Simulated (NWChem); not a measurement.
## Correlation energy of H₃Si

```
Si
H 1 1.5051
H 1 1.5051 2 111.26
H 1 1.5051 2 111.26 3 -124.66
```
Charge 0, spin multiplicity 2.

The numbers come from NWChem runs, not from measurements. All single points use one geometry, from UPBE/def2-SVP, a minimum by its harmonic frequencies.

Basis set: def2-SVP. Each correlation energy counts from its own Hartree-Fock reference.

The correlated methods keep 5 core orbitals frozen. The structure started from a generated list of species. The unpaired electrons of the parent sit in orbitals of symmetry a' (Cs labels of the run); other states weren't searched. No SCF solution was tested for a lower state. Open-shell Hartree-Fock references start from PBE0 orbitals. Coupled-cluster values serve here as a point of comparison, not as the truth.

### Question
One of these methods gave a correlation energy of -119.6 mHa. Which?
(A) CCSD(T) on UHF
(B) CCSD[T] on ROHF
(C) UMP2
(D) CCSD on UHF

### Answer
D, CCSD on UHF. The others give -123.3 (CCSD[T] on ROHF), -93.6 (UMP2), -121.7 (CCSD(T) on UHF).
